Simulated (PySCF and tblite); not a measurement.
Conformers and averaged properties: C2H4F2, numbered as in [F:1][CH2:2][CH2:3][F:4]

Conformers came from 60 starts (ETKDG, MMFF94s, GFN2-xTB); geometries are PBE0-D3(BJ)/def2-SVP. Free energies are CAM-B3LYP-D3(BJ)/def2-TZVP single points with GFN2-xTB rigid-rotor and vibrational terms (modes under about 100 cm⁻¹ blended into free rotors). Symmetry numbers and mirror images are counted. Conformers within 3 kcal/mol (GFN2-xTB free energy) were kept, 8 at most. GIAO shieldings: wB97X-D/pcSseg-1. Couplings: B3LYP/pcJ-1. Couplings are for ¹³C, ¹⁹F, ¹H; a prime marks the second kind of pair between the same two sets of atoms. Shifts are against TMS (¹H), TMS (¹³C), CFCl3 (¹⁹F) at the same level. (PySCF 2.14, tblite 0.8.)

Torsions listed: F1–C2–C3–F4. Of a mirror pair one member is shown.

```csv
conformer,shape,symmetry,"E(GFN2, own minimum) kcal/mol",E(DFT) kcal/mol,G(298.15 K) kcal/mol,weight %,dipole D
1,70°,C2 (pair),0.95,0.00,0.00,91.3,2.65
2,180°,C2h,0.00,1.00,1.39,8.7,0.00
```

Weights (%) against temperature:

```json
{"T (K)": "150", "1": "98.3", "2": "1.7", "S(mix) cal/mol/K": "1.53"}
{"T (K)": "200", "1": "96.0", "2": "4.0", "S(mix) cal/mol/K": "1.65"}
{"T (K)": "250", "1": "93.6", "2": "6.4", "S(mix) cal/mol/K": "1.76"}
{"T (K)": "298.15", "1": "91.3", "2": "8.7", "S(mix) cal/mol/K": "1.84"}
{"T (K)": "400", "1": "87.2", "2": "12.8", "S(mix) cal/mol/K": "1.96"}
```

Averaged shifts at 298.15 K. ¹H: 4.48 (H2/H3, 4H) ppm. ¹³C: 83.7 (C2/C3) ppm. ¹⁹F: -236.7 (F1/F4) ppm.

Averaged couplings (Hz): ¹J(F1,C2) -244.0, ²J(F1,C3) 20.5, ²J(F1,H2) 54.9, ³J(F1,H3) 29.6, ¹J(C2,C3) 44.9, ¹J(C2,H2) 152.6, ²J(C2,H3) 0.5, ²J(H2,H2) -12.2, ³J(H2,H3) 6.4, ³J(H2,H3′) 2.3. Computed couplings to fluorine can be off by tens of per cent at such levels.

Coordinates of conformer 1 (Å):

```xyz
8

F    -1.184    0.795   -1.026
C    -0.728   -0.131   -0.127
C     0.740    0.044    0.129
F     0.983    1.191    0.834
H    -1.289   -0.019    0.817
H    -0.909   -1.144   -0.529
H     1.284    0.092   -0.830
H     1.114   -0.821    0.705
```

Coordinates of conformer 2 (Å):

```xyz
8

F     0.053    1.205    1.286
C     0.130   -0.048    0.741
C    -0.128    0.050   -0.747
F    -0.052   -1.202   -1.292
H     1.131   -0.471    0.927
H    -0.620   -0.704    1.214
H     0.623    0.706   -1.221
H    -1.129    0.474   -0.933
```

Unscaled ¹⁹F shifts at such levels can be off by tens of ppm; differences between conformers or isomers are more reliable. Shifts are unscaled: against experiment ¹³C can be off by 15 ppm or more and ¹H by 0.8 ppm.

Search and properties took 29 s on 1 thread of AMD EPYC 9R14, on a host shared with other jobs (rough), launched as `OMP_NUM_THREADS=1 python ens_run.py task.json out`.
